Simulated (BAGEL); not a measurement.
# doublet [C3H4ClO]2+ at 5 levels

Wanted: a comparison of 5 runs (UHF/3-21G, ROHF/6-31G*, UHF/6-31G*, ROHF/def2-SVP, UHF/def2-SVP) of doublet [C3H4ClO]2+. 

The results are computed with BAGEL 1.2.2.

1 further run of the same task is left out (set aside as unsound or not needed).

**1. The molecule**

The species is [C3H4ClO]2+ (9 atoms), meant as a doublet with charge +2. SMILES of the parent species: `CC(Cl)C#[O+]`. The coordinates come from a GFN2-xTB relaxation. That shape belongs to the parent species and isn't relaxed for this state.

Bond lengths: C1–C2 1.521 Å, C2–Cl3 1.864 Å, C2–C4 1.401 Å, C4–O5 1.119 Å, C1–H6 1.086 Å, C1–H7 1.087 Å, C1–H8 1.089 Å, C2–H9 1.098 Å. Some angles: C1–C2–Cl3 114.1°, C1–C2–C4 116.6°, Cl3–C2–C4 89.6°, C2–C4–O5 176.5°, C1–C2–H9 112.1°, Cl3–C2–H9 108.8°, C4–C2–H9 113.6°, C2–C1–H6 111.9°, C2–C1–H7 108.9°, C2–C1–H8 109.6°.

**2. The energy at UHF/3-21G (density fitting with qzvpp-jkfit) (run 1)**

Input file calc.json:

```json
{ "bagel" : [

{
  "title" : "molecule",
  "basis" : "3-21g",
  "df_basis" : "qzvpp-jkfit",
  "angstrom" : true,
  "geometry" : [
    { "atom" : "C", "xyz" : [   -0.361500,   -0.305420,    0.974450 ] },
    { "atom" : "C", "xyz" : [    0.165590,   -0.279860,   -0.452090 ] },
    { "atom" : "Cl", "xyz" : [    2.003730,    0.001050,   -0.579660 ] },
    { "atom" : "C", "xyz" : [   -0.054490,    0.895770,   -1.181130 ] },
    { "atom" : "O", "xyz" : [   -0.178570,    1.863470,   -1.729630 ] },
    { "atom" : "H", "xyz" : [   -0.095840,    0.594820,    1.521350 ] },
    { "atom" : "H", "xyz" : [    0.058050,   -1.166500,    1.489220 ] },
    { "atom" : "H", "xyz" : [   -1.445310,   -0.409690,    0.961510 ] },
    { "atom" : "H", "xyz" : [   -0.091650,   -1.193650,   -1.004020 ] }
  ]
},
{
  "title" : "uhf",
  "charge" : 2,
  "nopen" : 1
},
{
  "title" : "print",
  "file" : "orbitals.molden",
  "orbitals" : true
}

]}
```

Launch:

```sh
$ BAGEL_NUM_THREADS=1 BAGEL calc.json > calc.out
```

What it wrote:

```text
* using 1 threads per process

  ===============================================================
  ===============================================================

  *** Geometry ***

  { "atom" : "C", "xyz" : [     -0.683136,     -0.577160,      1.841444 ] },
  { "atom" : "C", "xyz" : [      0.312920,     -0.528859,     -0.854326 ] },
  { "atom" : "Cl", "xyz" : [      3.786501,      0.001984,     -1.095399 ] },
  { "atom" : "C", "xyz" : [     -0.102971,      1.692760,     -2.232012 ] },
  { "atom" : "O", "xyz" : [     -0.337448,      3.521448,     -3.268527 ] },
  { "atom" : "H", "xyz" : [     -0.181111,      1.124047,      2.874935 ] },
  { "atom" : "H", "xyz" : [      0.109699,     -2.204366,      2.814218 ] },
  { "atom" : "H", "xyz" : [     -2.731240,     -0.774202,      1.816991 ] },
  { "atom" : "H", "xyz" : [     -0.173193,     -2.255672,     -1.897323 ] },

  Number of auxiliary basis functions:      502

  Since a DF basis is specified, we compute 2- and 3-index integrals:
    o Being stored without compression. Storage requirement is 0.013 GB

  Number of basis functions:       57
  Number of electrons      :       47

    * METHOD: MOLECULE                             0.20

  *** Open-shell HF ***

  === Nuclear Repulsion ===
   208.6520298110

      * DIIS with orbital gradients will be used.

  === UHF iteration (3-21g) ===
      0       -645.77219869          0.05817239           0.08
      1       -645.86080809          0.06576626           0.08
      2       -645.89500441          0.06131840           0.08
      3       -646.08122061          0.00354093           0.08
      4       -646.08506723          0.00187787           0.08
      5       -646.08660978          0.00070702           0.08
      6       -646.08688094          0.00027459           0.08
      7       -646.08695248          0.00021666           0.08
      8       -646.08700982          0.00020167           0.08
      9       -646.08706865          0.00019748           0.08
     10       -646.08713896          0.00019475           0.08
     11       -646.08725383          0.00019015           0.08
     12       -646.08753556          0.00017751           0.08
     13       -646.08809337          0.00016839           0.08
     14       -646.08809227          0.00014227           0.08
     15       -646.08841634          0.00031131           0.08
[... 32 lines of this table left out ...]
     48       -646.08856778          0.00000005           0.08
     49       -646.08856778          0.00000004           0.08
     50       -646.08856778          0.00000003           0.08
     51       -646.08856777          0.00000003           0.08
     52       -646.08856778          0.00000003           0.08
     53       -646.08856778          0.00000002           0.08
     54       -646.08856778          0.00000001           0.08
     55       -646.08856778          0.00000001           0.08
    * SCF iteration converged.

    * S^2 (UHF) is 0.7600

    * Permanent dipole moment:
           (    0.449414,     0.910415,    -0.168220) a.u.

    * METHOD: UHF                                  4.67

    * METHOD: PRINT                                0.01

  ===============================================================
```

It took 5.1 s on 1 thread of Arm Neoverse V1, shared host; peak memory 0.092 GiB.

**3. A single-point energy at ROHF/6-31G(d) (density fitting with qzvpp-jkfit, spherical functions) (run 2)**

Input file input.json:

```json
{ "bagel": [

{
  "title": "molecule",
  "basis": "6-31gs.json",
  "df_basis": "qzvpp-jkfit",
  "angstrom": true,
  "geometry": [
    { "atom": "C", "xyz": [   -0.361500,   -0.305420,    0.974450 ] },
    { "atom": "C", "xyz": [    0.165590,   -0.279860,   -0.452090 ] },
    { "atom": "Cl", "xyz": [    2.003730,    0.001050,   -0.579660 ] },
    { "atom": "C", "xyz": [   -0.054490,    0.895770,   -1.181130 ] },
    { "atom": "O", "xyz": [   -0.178570,    1.863470,   -1.729630 ] },
    { "atom": "H", "xyz": [   -0.095840,    0.594820,    1.521350 ] },
    { "atom": "H", "xyz": [    0.058050,   -1.166500,    1.489220 ] },
    { "atom": "H", "xyz": [   -1.445310,   -0.409690,    0.961510 ] },
    { "atom": "H", "xyz": [   -0.091650,   -1.193650,   -1.004020 ] }
  ]
},
{ "title": "rohf", "charge": 2, "nopen": 1 },
{ "title": "print", "file": "orbitals.molden", "orbitals": true }

]}
```

The basis set 6-31G* is read from a file made from the Basis Set Exchange's data (not shown).

Launch:

```sh
$ BAGEL_NUM_THREADS=1 BAGEL input.json > input.out
```

What it wrote:

```text
* using 1 threads per process

  ===============================================================
  ===============================================================

  *** Geometry ***

  { "atom" : "C", "xyz" : [     -0.683136,     -0.577160,      1.841444 ] },
  { "atom" : "C", "xyz" : [      0.312920,     -0.528859,     -0.854326 ] },
  { "atom" : "Cl", "xyz" : [      3.786501,      0.001984,     -1.095399 ] },
  { "atom" : "C", "xyz" : [     -0.102971,      1.692760,     -2.232012 ] },
  { "atom" : "O", "xyz" : [     -0.337448,      3.521448,     -3.268527 ] },
  { "atom" : "H", "xyz" : [     -0.181111,      1.124047,      2.874935 ] },
  { "atom" : "H", "xyz" : [      0.109699,     -2.204366,      2.814218 ] },
  { "atom" : "H", "xyz" : [     -2.731240,     -0.774202,      1.816991 ] },
  { "atom" : "H", "xyz" : [     -0.173193,     -2.255672,     -1.897323 ] },

  Number of auxiliary basis functions:      502

  Since a DF basis is specified, we compute 2- and 3-index integrals:
    o Being stored without compression. Storage requirement is 0.027 GB

  Number of basis functions:       82
  Number of electrons      :       47

    * METHOD: MOLECULE                             0.27

  *** Open-shell HF ***

  === Nuclear Repulsion ===
   208.6520298110

      * DIIS with orbital gradients will be used.

  === ROHF iteration (6-31gs.json) ===
      0       -649.00855868          0.05019195           0.13
      1       -649.09519883          0.05141214           0.12
      2       -649.14561879          0.04520367           0.13
      3       -649.34289529          0.00285943           0.13
      4       -649.34688449          0.00125715           0.13
      5       -649.34791911          0.00052119           0.12
      6       -649.34816576          0.00017122           0.12
      7       -649.34822968          0.00012705           0.13
      8       -649.34826110          0.00011779           0.12
      9       -649.34829419          0.00011561           0.13
     10       -649.34833387          0.00011362           0.12
     11       -649.34842134          0.00010988           0.13
     12       -649.34861561          0.00010095           0.13
     13       -649.34892701          0.00008755           0.12
     14       -649.34903840          0.00007415           0.13
     15       -649.34923595          0.00009939           0.12
     16       -649.34929105          0.00008064           0.12
     17       -649.34929708          0.00008638           0.12
     18       -649.34929515          0.00005566           0.12
     19       -649.34933788          0.00003700           0.12
     20       -649.34935919          0.00001808           0.12
     21       -649.34936686          0.00001359           0.12
     22       -649.34936959          0.00000690           0.13
     23       -649.34936985          0.00000366           0.13
     24       -649.34937004          0.00000221           0.13
     25       -649.34937015          0.00000113           0.13
     26       -649.34937019          0.00000069           0.12
     27       -649.34937020          0.00000049           0.12
     28       -649.34937021          0.00000035           0.12
     29       -649.34937021          0.00000026           0.13
     30       -649.34937021          0.00000020           0.13
     31       -649.34937021          0.00000015           0.12
     32       -649.34937020          0.00000013           0.12
     33       -649.34937021          0.00000010           0.12
     34       -649.34937021          0.00000006           0.13
     35       -649.34937020          0.00000004           0.13
     36       -649.34937020          0.00000003           0.13
     37       -649.34937020          0.00000002           0.13
     38       -649.34937020          0.00000001           0.13
     39       -649.34937020          0.00000001           0.13
    * SCF iteration converged.

    * S^2 (ROHF) is 0.7500

    * Permanent dipole moment:
           (    0.272081,     0.899460,    -0.134264) a.u.

    * METHOD: ROHF                                 5.19

    * METHOD: PRINT                                0.02

  ===============================================================
```

Wall time 5.7 s (1 thread of Arm Neoverse V1, shared host); peak memory 0.12 GiB.

Runs 3 to 4 aren't shown in full; the table further down has their settings and results.

**4. A single-point energy at UHF/def2-SVP (density fitting with qzvpp-jkfit) (run 5)**

Input file input.json:

```json
{ "bagel" : [

{
  "title" : "molecule",
  "basis" : "svp",
  "df_basis" : "qzvpp-jkfit",
  "angstrom" : true,
  "geometry" : [
    { "atom" : "C", "xyz" : [   -0.361500,   -0.305420,    0.974450 ] },
    { "atom" : "C", "xyz" : [    0.165590,   -0.279860,   -0.452090 ] },
    { "atom" : "Cl", "xyz" : [    2.003730,    0.001050,   -0.579660 ] },
    { "atom" : "C", "xyz" : [   -0.054490,    0.895770,   -1.181130 ] },
    { "atom" : "O", "xyz" : [   -0.178570,    1.863470,   -1.729630 ] },
    { "atom" : "H", "xyz" : [   -0.095840,    0.594820,    1.521350 ] },
    { "atom" : "H", "xyz" : [    0.058050,   -1.166500,    1.489220 ] },
    { "atom" : "H", "xyz" : [   -1.445310,   -0.409690,    0.961510 ] },
    { "atom" : "H", "xyz" : [   -0.091650,   -1.193650,   -1.004020 ] }
  ]
},
{ "title" : "uhf", "charge" : 2, "nopen" : 1 },
{ "title" : "print", "file" : "orbitals.molden", "orbitals" : true }

]}
```

Launch:

```sh
$ BAGEL_NUM_THREADS=1 BAGEL input.json > input.out
```

What it wrote:

```text
* using 1 threads per process

  ===============================================================
  ===============================================================

  *** Geometry ***

  { "atom" : "C", "xyz" : [     -0.683136,     -0.577160,      1.841444 ] },
  { "atom" : "C", "xyz" : [      0.312920,     -0.528859,     -0.854326 ] },
  { "atom" : "Cl", "xyz" : [      3.786501,      0.001984,     -1.095399 ] },
  { "atom" : "C", "xyz" : [     -0.102971,      1.692760,     -2.232012 ] },
  { "atom" : "O", "xyz" : [     -0.337448,      3.521448,     -3.268527 ] },
  { "atom" : "H", "xyz" : [     -0.181111,      1.124047,      2.874935 ] },
  { "atom" : "H", "xyz" : [      0.109699,     -2.204366,      2.814218 ] },
  { "atom" : "H", "xyz" : [     -2.731240,     -0.774202,      1.816991 ] },
  { "atom" : "H", "xyz" : [     -0.173193,     -2.255672,     -1.897323 ] },

  Number of auxiliary basis functions:      502

  Since a DF basis is specified, we compute 2- and 3-index integrals:
    o Being stored without compression. Storage requirement is 0.035 GB

  Number of basis functions:       94
  Number of electrons      :       47

    * METHOD: MOLECULE                             0.26

  *** Open-shell HF ***

  === Nuclear Repulsion ===
   208.6520298110

      * DIIS with orbital gradients will be used.

  === UHF iteration (svp) ===
      0       -648.77872615          0.04017441           0.15
      1       -648.89361825          0.03717613           0.15
      2       -648.93069154          0.03290514           0.15
      3       -649.07377849          0.00212158           0.15
      4       -649.07598463          0.00087094           0.15
      5       -649.07656973          0.00034295           0.15
      6       -649.07674757          0.00014855           0.15
      7       -649.07680489          0.00012119           0.15
      8       -649.07684535          0.00011727           0.15
      9       -649.07689742          0.00011550           0.15
     10       -649.07701313          0.00011243           0.15
     11       -649.07725988          0.00010599           0.15
     12       -649.07768774          0.00009710           0.15
     13       -649.07774464          0.00008625           0.15
     14       -649.07812814          0.00021519           0.15
     15       -649.07815400          0.00018524           0.14
[... 30 lines of this table left out ...]
     46       -649.07831575          0.00000004           0.15
     47       -649.07831575          0.00000003           0.15
     48       -649.07831575          0.00000003           0.15
     49       -649.07831575          0.00000002           0.15
     50       -649.07831575          0.00000002           0.15
     51       -649.07831575          0.00000001           0.15
     52       -649.07831575          0.00000001           0.15
     53       -649.07831575          0.00000001           0.15
    * SCF iteration converged.

    * S^2 (UHF) is 0.7605

    * Permanent dipole moment:
           (    0.340823,     0.901705,    -0.167208) a.u.

    * METHOD: UHF                                  8.26

    * METHOD: PRINT                                0.02

  ===============================================================
```

Run time: 8.7 s. Hardware: 1 thread of Arm Neoverse V1, shared host; peak memory 0.14 GiB.

**5. Overview of the runs**

```csv
run,level,energy (Eh),⟨S²⟩,wall time
1,UHF/3-21G (density fitting with qzvpp-jkfit),-646.088568,0.760,5.1 s
2,"ROHF/6-31G* (density fitting with qzvpp-jkfit, spherical functions)",-649.349370,0.750,5.7 s
3,"UHF/6-31G* (density fitting with qzvpp-jkfit, spherical functions)",-649.354191,0.760,7.2 s
4,ROHF/def2-SVP (density fitting with qzvpp-jkfit),-649.073539,0.750,6.3 s
5,UHF/def2-SVP (density fitting with qzvpp-jkfit),-649.078316,0.760,8.7 s
```

**6. Results**

```
           quantity          value
run 5: total energy  -649.07832 Eh
        run 5: ⟨S²⟩          0.760
```

Over the runs the total energy spans 88.862 eV. All runs together took 33 s, the longest 8.7 s.
